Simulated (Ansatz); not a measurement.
**AlHCl (quartet): B2PLYP, RPA-PBE over vertical spin and charge gaps, cc-pVTZ**

Aim: run AlHCl (quartet) with these functionals over vertical spin and charge gaps, and hold them against the top wave-function level at the same points.

Computed with Ansatz 0.2.0, Gaussian basis. Level: cc-pVTZ, all electrons in the functionals, frozen cores in the correlation of double hybrids and RPA.

To be run: B2PLYP, RPA-PBE, at charge 0, quartet; charge 0, doublet; charge 0, sextet; charge 1, triplet; charge 1, quintet.

14 further runs of the same task are left out: 12 for a known fault of the program, 2 set aside as unsound or not needed.

## (1) What is computed

The geometry is a PBE0/def2-TZVP stationary point (not a proven minimum).

3 atoms, charge 0, spin multiplicity 4.

Atoms are counted from 1 here; the program's logs count them from 0.

Bond lengths: Al1–Cl2 2.197 Å, Al1–H3 1.817 Å. Angles: Cl2–Al1–H3 63.0°.

No dispersion term is added.

The geometry shown and the zero of energy belong to the point charge 0, quartet. The yardstick, UCCSDT(Q), and other wave-function levels (R restricted, U unrestricted, valence and pair active spaces) come from earlier runs.

## (2) B2PLYP, charge 0, quartet

in.yaml reads:

```yaml
crystal:
  periodic: [false, false, false]
  atoms:
    - {symbol: Al, position_ang: [0.000000, -0.050236, 1.239922]}
    - {symbol: Cl, position_ang: [0.000000, -0.006816, -0.956330]}
    - {symbol: H, position_ang: [0.000000, 1.584516, 0.446218]}
basis:
  gaussian: {orbitals: cc-pVTZ}
magnetization: {spin_polarized: true, initial_magnetization: 3}
hamiltonian: {xc: {name: B2PLYP}}
correlation: {electrons: outside_noble_gas}
```

The run is started by

```
> ansatz run in.yaml --threads 1 --pin off --events-out ev --progress --plain --max-ram 4096MiB --backend cpu
```

What it wrote:

```text
Functional definition: B2PLYP
  name "B2PLYP"
  cite "Grimme, J. Chem. Phys. 124, 034108 (2006) doi:10.1063/1.2148954"
  cite "Becke, Phys. Rev. A 38, 3098 (1988) doi:10.1103/PhysRevA.38.3098"
  cite "Lee, Yang & Parr, Phys. Rev. B 37, 785 (1988) doi:10.1103/PhysRevB.37.785"
  parameter a = 0.53
  parameter c = 0.27
  exchange = (1 - a)*b88_x + a*exact_x
  correlation = (1 - c)*lyp_c + c*(mp2_os + mp2_ss)
492 factors; integrals over basis functions are off by at most 1.2e-3 eV
mean field evaluation 1: about -19122.9526 eV, gradient 5.8e0 eV
mean field evaluation 2: about -19123.0630 eV, gradient 5.7e0 eV
mean field evaluation 4: about -19123.6909 eV, gradient 1.2e0 eV
mean field evaluation 8: about -19123.7273 eV, gradient 1.4e-1 eV
mean field evaluation 16: about -19123.7279 eV, gradient 8.9e-4 eV
mean field evaluation 32: about -19123.6270 eV, gradient 1.0e0 eV
mean field -19123.72787727 eV, -702.7840369613 hartree, gradient 7.9e-6 eV, S^2 3.758944; 2 other end points of the search recorded, 0 dependent functions left out
10 core orbitals not correlated: weight in the atoms' cores, before any rotation towards them, 1.000 or more for the frozen orbitals, at most 0.000 for the correlated occupied ones
reference -19123.72799920 eV, -702.7840414421 hartree; 7, 4 occupied and 65, 68 virtual orbitals, 492 factors
second order -7.73398570 eV of doubles, -0.00000000 eV of singles
Total energy: -19125.81617534 eV, -702.8607804998 hartree
```

Wall time 3.4 s (1 thread of AMD EPYC 7R13, shared host).

From the report: ⟨S²⟩ of the determinant 3.759 (pure quartet: 3.75).

## (3) B2PLYP, charge 0, doublet

in.yaml, as its differences from that of step 2:

```diff
@@ -8,3 +8,3 @@
   gaussian: {orbitals: cc-pVTZ}
-magnetization: {spin_polarized: true, initial_magnetization: 3}
+magnetization: {spin_polarized: true, initial_magnetization: 1}
 hamiltonian: {xc: {name: B2PLYP}}
```

Same command.

What it wrote:

```text
Functional definition: B2PLYP
  name "B2PLYP"
  cite "Grimme, J. Chem. Phys. 124, 034108 (2006) doi:10.1063/1.2148954"
  cite "Becke, Phys. Rev. A 38, 3098 (1988) doi:10.1103/PhysRevA.38.3098"
  cite "Lee, Yang & Parr, Phys. Rev. B 37, 785 (1988) doi:10.1103/PhysRevB.37.785"
  parameter a = 0.53
  parameter c = 0.27
  exchange = (1 - a)*b88_x + a*exact_x
  correlation = (1 - c)*lyp_c + c*(mp2_os + mp2_ss)
492 factors; integrals over basis functions are off by at most 1.2e-3 eV
mean field evaluation 1: about -19125.4121 eV, gradient 1.2e1 eV
mean field evaluation 2: about -19125.4890 eV, gradient 1.2e1 eV
mean field evaluation 4: about -19126.6420 eV, gradient 1.4e0 eV
mean field evaluation 8: about -19126.6939 eV, gradient 1.6e-1 eV
mean field evaluation 16: about -19126.6954 eV, gradient 2.8e-3 eV
mean field -19126.69541355 eV, -702.8930919082 hartree, gradient 7.3e-6 eV, S^2 0.791448; 0 other end points of the search recorded, 0 dependent functions left out
10 core orbitals not correlated: weight in the atoms' cores, before any rotation towards them, 1.000 or more for the frozen orbitals, at most 0.000 for the correlated occupied ones
reference -19126.69553856 eV, -702.8930965021 hartree; 6, 5 occupied and 66, 67 virtual orbitals, 492 factors
second order -8.56221769 eV of doubles, -0.00000000 eV of singles
Total energy: -19129.00733733 eV, -702.9780535401 hartree
```

It took 2.6 s on 1 thread of AMD EPYC 7R13, shared host.

From the report: ⟨S²⟩ of the determinant 0.791 (pure doublet: 0.75).

From charge 0, quartet: -3.191 eV.

## (4) B2PLYP, charge 0, sextet

in.yaml, as its differences from that of step 3:

```diff
@@ -8,3 +8,3 @@
   gaussian: {orbitals: cc-pVTZ}
-magnetization: {spin_polarized: true, initial_magnetization: 1}
+magnetization: {spin_polarized: true, initial_magnetization: 5}
 hamiltonian: {xc: {name: B2PLYP}}
```

Launched as before.

What it wrote:

```text
Functional definition: B2PLYP
  name "B2PLYP"
  cite "Grimme, J. Chem. Phys. 124, 034108 (2006) doi:10.1063/1.2148954"
  cite "Becke, Phys. Rev. A 38, 3098 (1988) doi:10.1103/PhysRevA.38.3098"
  cite "Lee, Yang & Parr, Phys. Rev. B 37, 785 (1988) doi:10.1103/PhysRevB.37.785"
  parameter a = 0.53
  parameter c = 0.27
  exchange = (1 - a)*b88_x + a*exact_x
  correlation = (1 - c)*lyp_c + c*(mp2_os + mp2_ss)
492 factors; integrals over basis functions are off by at most 1.2e-3 eV
mean field evaluation 1: about -19112.8641 eV, gradient 1.7e1 eV
mean field evaluation 2: about -19113.0164 eV, gradient 1.7e1 eV
mean field evaluation 4: about -19116.5695 eV, gradient 3.0e0 eV
mean field evaluation 8: about -19116.7367 eV, gradient 4.1e-1 eV
mean field evaluation 16: about -19116.7439 eV, gradient 4.0e-3 eV
mean field evaluation 32: about -19116.7418 eV, gradient 7.1e-2 eV
mean field -19116.74388736 eV, -702.5273800662 hartree, gradient 5.2e-6 eV, S^2 8.757612; 2 other end points of the search recorded, 0 dependent functions left out
10 core orbitals not correlated: weight in the atoms' cores, before any rotation towards them, 1.000 or more for the frozen orbitals, at most 0.000 for the correlated occupied ones
reference -19116.74400941 eV, -702.5273845513 hartree; 8, 3 occupied and 64, 69 virtual orbitals, 492 factors
second order -6.47067859 eV of doubles, -0.00000000 eV of singles
Total energy: -19118.49109263 eV, -702.5915886754 hartree
```

Run time: 5 s. Hardware: 1 thread of AMD EPYC 7R13, shared host.

From the report: ⟨S²⟩ of the determinant 8.758 (pure sextet: 8.75).

From charge 0, quartet: +7.325 eV.

## (5) B2PLYP, charge 1, triplet

in.yaml, as its differences from that of step 4:

```diff
@@ -8,3 +8,4 @@
   gaussian: {orbitals: cc-pVTZ}
-magnetization: {spin_polarized: true, initial_magnetization: 5}
+total_charge: 1
+magnetization: {spin_polarized: true, initial_magnetization: 2}
 hamiltonian: {xc: {name: B2PLYP}}
```

Same command.

What it wrote:

```text
Functional definition: B2PLYP
  name "B2PLYP"
  cite "Grimme, J. Chem. Phys. 124, 034108 (2006) doi:10.1063/1.2148954"
  cite "Becke, Phys. Rev. A 38, 3098 (1988) doi:10.1103/PhysRevA.38.3098"
  cite "Lee, Yang & Parr, Phys. Rev. B 37, 785 (1988) doi:10.1103/PhysRevB.37.785"
  parameter a = 0.53
  parameter c = 0.27
  exchange = (1 - a)*b88_x + a*exact_x
  correlation = (1 - c)*lyp_c + c*(mp2_os + mp2_ss)
492 factors; integrals over basis functions are off by at most 1.2e-3 eV
mean field evaluation 1: about -19113.7780 eV, gradient 2.4e1 eV
mean field evaluation 2: about -19113.8738 eV, gradient 2.4e1 eV
mean field evaluation 4: about -19117.5700 eV, gradient 2.4e0 eV
mean field evaluation 8: about -19117.6466 eV, gradient 8.6e-2 eV
mean field evaluation 16: about -19117.6471 eV, gradient 9.3e-4 eV
mean field -19117.64708324 eV, -702.5605719026 hartree, gradient 5.5e-6 eV, S^2 2.013708; 0 other end points of the search recorded, 0 dependent functions left out
10 core orbitals not correlated: weight in the atoms' cores, before any rotation towards them, 1.000 or more for the frozen orbitals, at most 0.000 for the correlated occupied ones
reference -19117.64721291 eV, -702.5605766679 hartree; 6, 4 occupied and 66, 68 virtual orbitals, 492 factors
second order -7.54152610 eV of doubles, -0.00000000 eV of singles
Total energy: -19119.68342496 eV, -702.6354060804 hartree
```

It took 2.3 s on 1 thread of AMD EPYC 7R13, shared host.

From the report: ⟨S²⟩ of the determinant 2.014 (pure triplet: 2.00).

From charge 0, quartet: +6.133 eV.

## (6) B2PLYP, charge 1, quintet

in.yaml, as its differences from that of step 5:

```diff
@@ -9,3 +9,3 @@
 total_charge: 1
-magnetization: {spin_polarized: true, initial_magnetization: 2}
+magnetization: {spin_polarized: true, initial_magnetization: 4}
 hamiltonian: {xc: {name: B2PLYP}}
```

Same command.

What it wrote:

```text
Functional definition: B2PLYP
  name "B2PLYP"
  cite "Grimme, J. Chem. Phys. 124, 034108 (2006) doi:10.1063/1.2148954"
  cite "Becke, Phys. Rev. A 38, 3098 (1988) doi:10.1103/PhysRevA.38.3098"
  cite "Lee, Yang & Parr, Phys. Rev. B 37, 785 (1988) doi:10.1103/PhysRevB.37.785"
  parameter a = 0.53
  parameter c = 0.27
  exchange = (1 - a)*b88_x + a*exact_x
  correlation = (1 - c)*lyp_c + c*(mp2_os + mp2_ss)
492 factors; integrals over basis functions are off by at most 1.2e-3 eV
mean field evaluation 1: about -19111.1065 eV, gradient 1.0e1 eV
mean field evaluation 2: about -19111.2764 eV, gradient 1.0e1 eV
mean field evaluation 4: about -19112.1679 eV, gradient 1.6e0 eV
mean field evaluation 8: about -19112.2134 eV, gradient 2.2e-1 eV
mean field evaluation 16: about -19112.2145 eV, gradient 2.7e-4 eV
mean field evaluation 32: about -19112.2122 eV, gradient 2.8e-1 eV
mean field -19112.21446262 eV, -702.3609267769 hartree, gradient 6.2e-6 eV, S^2 6.008257; 4 other end points of the search recorded, 0 dependent functions left out
10 core orbitals not correlated: weight in the atoms' cores, before any rotation towards them, 1.000 or more for the frozen orbitals, at most 0.000 for the correlated occupied ones
reference -19112.21458665 eV, -702.3609313352 hartree; 7, 3 occupied and 65, 69 virtual orbitals, 492 factors
second order -6.10782839 eV of doubles, -0.00000000 eV of singles
Total energy: -19113.86370032 eV, -702.4215351446 hartree
```

It took 3.9 s on 1 thread of AMD EPYC 7R13, shared host.

From the report: ⟨S²⟩ of the determinant 6.008 (pure quintet: 6.00).

From charge 0, quartet: +11.952 eV.

## (7) RPA-PBE, charge 0, quartet

in.yaml reads:

```yaml
crystal:
  periodic: [false, false, false]
  atoms:
    - {symbol: Al, position_ang: [0.000000, -0.050236, 1.239922]}
    - {symbol: Cl, position_ang: [0.000000, -0.006816, -0.956330]}
    - {symbol: H, position_ang: [0.000000, 1.584516, 0.446218]}
basis:
  gaussian: {orbitals: cc-pVTZ}
magnetization: {spin_polarized: true, initial_magnetization: 3}
hamiltonian: {xc: {name: PBE}}
correlation: {method: rpa, electrons: outside_noble_gas}
```

Launched as before.

What it wrote:

```text
Functional definition: PBE
  name "PBE"
  cite "Perdew, Burke & Ernzerhof, Phys. Rev. Lett. 77, 3865 (1996) doi:10.1103/PhysRevLett.77.3865"
  parent pbe
  parameter kappa = 0.804
  parameter beta = 0.06672455060314922
  exchange = pbe_x(kappa = kappa, mu = beta*pi^2/3)
  correlation = pbe_c(beta = beta)
492 factors; integrals over basis functions are off by at most 1.2e-3 eV
mean field evaluation 1: about -19123.1590 eV, gradient 8.6e0 eV
mean field evaluation 2: about -19123.1554 eV, gradient 8.6e0 eV
mean field evaluation 4: about -19123.8269 eV, gradient 3.2e0 eV
mean field evaluation 8: about -19123.8899 eV, gradient 2.9e-1 eV
mean field evaluation 16: about -19123.8905 eV, gradient 1.5e-4 eV
mean field -19123.89054252 eV, -702.7900147990 hartree, gradient 2.7e-6 eV, S^2 3.752643; 0 other end points of the search recorded, 0 dependent functions left out
10 core orbitals not correlated: weight in the atoms' cores, before any rotation towards them, 1.000 or more for the frozen orbitals, at most 0.000 for the correlated occupied ones
reference -19099.45017965 eV, -701.8918480298 hartree; 7, 4 occupied and 65, 68 virtual orbitals, 492 factors
Total energy: -19111.30805887 eV, -702.3276170537 hartree
```

Run time: 1.9 s. Hardware: 1 thread of AMD EPYC 7R13, shared host.

From the report: ⟨S²⟩ of the determinant 3.753 (pure quartet: 3.75).

## (8) RPA-PBE, charge 0, doublet

in.yaml, as its differences from that of step 7:

```diff
@@ -8,3 +8,3 @@
   gaussian: {orbitals: cc-pVTZ}
-magnetization: {spin_polarized: true, initial_magnetization: 3}
+magnetization: {spin_polarized: true, initial_magnetization: 1}
 hamiltonian: {xc: {name: PBE}}
```

Launched as before.

What it wrote:

```text
Functional definition: PBE
  name "PBE"
  cite "Perdew, Burke & Ernzerhof, Phys. Rev. Lett. 77, 3865 (1996) doi:10.1103/PhysRevLett.77.3865"
  parent pbe
  parameter kappa = 0.804
  parameter beta = 0.06672455060314922
  exchange = pbe_x(kappa = kappa, mu = beta*pi^2/3)
  correlation = pbe_c(beta = beta)
492 factors; integrals over basis functions are off by at most 1.2e-3 eV
mean field evaluation 1: about -19124.6405 eV, gradient 1.6e1 eV
mean field evaluation 2: about -19124.6358 eV, gradient 1.6e1 eV
mean field evaluation 4: about -19126.5556 eV, gradient 6.6e0 eV
mean field evaluation 8: about -19126.9685 eV, gradient 3.7e-1 eV
mean field evaluation 16: about -19126.9700 eV, gradient 1.5e-4 eV
mean field evaluation 32: about -19116.5521 eV, gradient 1.4e1 eV
mean field -19126.96997384 eV, -702.9031818126 hartree, gradient 8.7e-6 eV, S^2 0.762089; 2 other end points of the search recorded, 0 dependent functions left out
10 core orbitals not correlated: weight in the atoms' cores, before any rotation towards them, 1.000 or more for the frozen orbitals, at most 0.000 for the correlated occupied ones
reference -19101.72083849 eV, -701.9752932031 hartree; 6, 5 occupied and 66, 67 virtual orbitals, 492 factors
Total energy: -19114.33925197 eV, -702.4390113455 hartree
```

Wall time 3.1 s (1 thread of AMD EPYC 7R13, shared host).

From the report: ⟨S²⟩ of the determinant 0.762 (pure doublet: 0.75).

From charge 0, quartet: -3.031 eV.

## (9) RPA-PBE, charge 0, sextet

in.yaml, as its differences from that of step 8:

```diff
@@ -8,3 +8,3 @@
   gaussian: {orbitals: cc-pVTZ}
-magnetization: {spin_polarized: true, initial_magnetization: 1}
+magnetization: {spin_polarized: true, initial_magnetization: 5}
 hamiltonian: {xc: {name: PBE}}
```

The command is unchanged.

What it wrote:

```text
Functional definition: PBE
  name "PBE"
  cite "Perdew, Burke & Ernzerhof, Phys. Rev. Lett. 77, 3865 (1996) doi:10.1103/PhysRevLett.77.3865"
  parent pbe
  parameter kappa = 0.804
  parameter beta = 0.06672455060314922
  exchange = pbe_x(kappa = kappa, mu = beta*pi^2/3)
  correlation = pbe_c(beta = beta)
492 factors; integrals over basis functions are off by at most 1.2e-3 eV
mean field evaluation 1: about -19113.1619 eV, gradient 1.9e1 eV
mean field evaluation 2: about -19113.1584 eV, gradient 1.9e1 eV
mean field evaluation 4: about -19116.4815 eV, gradient 4.6e0 eV
mean field evaluation 8: about -19116.6569 eV, gradient 1.6e-1 eV
mean field evaluation 16: about -19116.6571 eV, gradient 3.5e-5 eV
mean field evaluation 32: about -19116.3809 eV, gradient 7.7e-1 eV
mean field evaluation 64: about -19112.4152 eV, gradient 1.0e1 eV
mean field evaluation 96: about -19116.3591 eV, gradient 3.1e-2 eV
mean field -19116.65706346 eV, -702.5241893465 hartree, gradient 3.1e-6 eV, S^2 8.753817; 7 other end points of the search recorded, 0 dependent functions left out
10 core orbitals not correlated: weight in the atoms' cores, before any rotation towards them, 1.000 or more for the frozen orbitals, at most 0.000 for the correlated occupied ones
reference -19093.36524042 eV, -701.6682306378 hartree; 8, 3 occupied and 64, 69 virtual orbitals, 492 factors
Total energy: -19104.23477731 eV, -702.0676787508 hartree
```

Wall time 7.5 s (1 thread of AMD EPYC 7R13, shared host).

From the report: ⟨S²⟩ of the determinant 8.754 (pure sextet: 8.75).

From charge 0, quartet: +7.073 eV.

## (10) RPA-PBE, charge 1, triplet

in.yaml, as its differences from that of step 9:

```diff
@@ -8,3 +8,4 @@
   gaussian: {orbitals: cc-pVTZ}
-magnetization: {spin_polarized: true, initial_magnetization: 5}
+total_charge: 1
+magnetization: {spin_polarized: true, initial_magnetization: 2}
 hamiltonian: {xc: {name: PBE}}
```

Launched as before.

What it wrote:

```text
Functional definition: PBE
  name "PBE"
  cite "Perdew, Burke & Ernzerhof, Phys. Rev. Lett. 77, 3865 (1996) doi:10.1103/PhysRevLett.77.3865"
  parent pbe
  parameter kappa = 0.804
  parameter beta = 0.06672455060314922
  exchange = pbe_x(kappa = kappa, mu = beta*pi^2/3)
  correlation = pbe_c(beta = beta)
492 factors; integrals over basis functions are off by at most 1.2e-3 eV
mean field evaluation 1: about -19111.2275 eV, gradient 3.2e1 eV
mean field evaluation 2: about -19111.2234 eV, gradient 3.2e1 eV
mean field evaluation 4: about -19116.8355 eV, gradient 9.2e0 eV
mean field evaluation 8: about -19117.6183 eV, gradient 2.5e-1 eV
mean field evaluation 16: about -19117.6182 eV, gradient 5.8e-5 eV
mean field evaluation 32: about -19115.5652 eV, gradient 1.9e0 eV
mean field evaluation 64: about -19106.6887 eV, gradient 1.5e1 eV
mean field -19117.61815821 eV, -702.5595089273 hartree, gradient 8.7e-6 eV, S^2 2.003943; 3 other end points of the search recorded, 0 dependent functions left out
10 core orbitals not correlated: weight in the atoms' cores, before any rotation towards them, 1.000 or more for the frozen orbitals, at most 0.000 for the correlated occupied ones
reference -19093.38676386 eV, -701.6690216095 hartree; 6, 4 occupied and 66, 68 virtual orbitals, 492 factors
Total energy: -19104.80888365 eV, -702.0887767697 hartree
```

It took 4.2 s on 1 thread of AMD EPYC 7R13, shared host.

From the report: ⟨S²⟩ of the determinant 2.004 (pure triplet: 2.00).

From charge 0, quartet: +6.499 eV.

## (11) RPA-PBE, charge 1, quintet

in.yaml, as its differences from that of step 10:

```diff
@@ -9,3 +9,3 @@
 total_charge: 1
-magnetization: {spin_polarized: true, initial_magnetization: 2}
+magnetization: {spin_polarized: true, initial_magnetization: 4}
 hamiltonian: {xc: {name: PBE}}
```

Same command.

What it wrote:

```text
Functional definition: PBE
  name "PBE"
  cite "Perdew, Burke & Ernzerhof, Phys. Rev. Lett. 77, 3865 (1996) doi:10.1103/PhysRevLett.77.3865"
  parent pbe
  parameter kappa = 0.804
  parameter beta = 0.06672455060314922
  exchange = pbe_x(kappa = kappa, mu = beta*pi^2/3)
  correlation = pbe_c(beta = beta)
492 factors; integrals over basis functions are off by at most 1.2e-3 eV
mean field evaluation 1: about -19109.9874 eV, gradient 1.7e1 eV
mean field evaluation 2: about -19109.9831 eV, gradient 1.7e1 eV
mean field evaluation 4: about -19111.7160 eV, gradient 3.7e0 eV
mean field evaluation 8: about -19111.8119 eV, gradient 7.2e-2 eV
mean field evaluation 16: about -19111.8120 eV, gradient 7.4e-6 eV
mean field evaluation 32: about -19111.3865 eV, gradient 7.3e-1 eV
mean field evaluation 64: about -19111.3481 eV, gradient 6.8e-4 eV
mean field -19111.81197866 eV, -702.3461357642 hartree, gradient 2.5e-6 eV, S^2 6.004093; 6 other end points of the search recorded, 0 dependent functions left out
10 core orbitals not correlated: weight in the atoms' cores, before any rotation towards them, 1.000 or more for the frozen orbitals, at most 0.000 for the correlated occupied ones
reference -19088.90735978 eV, -701.5044065457 hartree; 7, 3 occupied and 65, 69 virtual orbitals, 492 factors
Total energy: -19099.24693166 eV, -701.8843788038 hartree
```

Wall time 5.5 s (1 thread of AMD EPYC 7R13, shared host).

From the report: ⟨S²⟩ of the determinant 6.004 (pure quintet: 6.00).

From charge 0, quartet: +12.061 eV.

## (12) Against the wave-function levels

The yardstick is UCCSDT(Q), where the cluster series has nearly closed. It comes from earlier runs at the same points. Energies in eV, counted from charge 0, quartet; blanks weren't run or aren't comparable.

```csv
level,quartet to doublet,quartet to sextet,ionisation to the triplet cation,ionisation to the quintet cation
UCCSDT(Q),-3.078,7.068,6.260,11.871
B2PLYP,-3.191,7.325,6.133,11.952
RPA-PBE,-3.031,7.073,6.499,12.061
```

Largest miss and mean time a point (UCCSDT(Q) took 21 s a point; shared hosts):

```csv
level,largest miss (eV),where,time a point
B2PLYP,+0.257,quartet to sextet,3.4 s
RPA-PBE,+0.239,ionisation to the triplet cation,4.4 s
```

## (13) Results

| quantity | value |
| --- | --- |
| quartet to doublet, UCCSDT(Q) | -3.078 eV |
| quartet to sextet, UCCSDT(Q) | 7.068 eV |
| ionisation to the triplet cation, UCCSDT(Q) | 6.260 eV |
| ionisation to the quintet cation, UCCSDT(Q) | 11.871 eV |
| largest miss, B2PLYP | +0.257 eV (quartet to sextet) |
| largest miss, RPA-PBE | +0.239 eV (ionisation to the triplet cation) |

What this shows: Of the functionals, RPA-PBE keep the smallest largest miss at the points compared (at most 0.239 eV) and B2PLYP strays most (0.257 eV, at quartet to sextet). Functionals and the yardstick converge differently with the basis, so part of each miss in cc-pVTZ is the basis.
